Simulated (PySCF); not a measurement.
# hydrazine: proton affinities at several levels

Structure: `NN` (H4N2). Optimised structure (Å), atoms numbered from 1:
```
N     0.5414   -0.4277    0.2472
N    -0.5395    0.4630    0.1778
H     0.2037   -1.3343    0.5607
H     1.0110   -0.5683   -0.6485
H    -0.2022    1.4071    0.3488
H    -1.0083    0.4643   -0.7293
```

All levels share the PBE0-D3(BJ)/def2-SVP structures and the PBE0-D3(BJ)/def2-SVP thermal terms; only the single-point energies (PySCF) change. Values are proton affinities (298 K, kJ/mol).

Measured (NIST Chemistry WebBook): proton affinity (−ΔH) 853 kJ/mol.

```tsv
level	N1	time
MP2/ma-def2-TZVP	859	2.6 s
CCSD(T)/ma-def2-TZVP	866	39 s
B3LYP-D3(BJ)/def2-TZVP	868	–
HF/ma-def2-TZVP	881	0.61 s
```

Times are wall times for all single points of a level on 1 thread of Arm Neoverse V1, a shared host; the dash marks the run that also made the structures.

Hartree-Fock leaves out electron correlation, so its proton affinities can be off by tens of kJ/mol.

The spread: 22 kJ/mol, from 859 to 881.
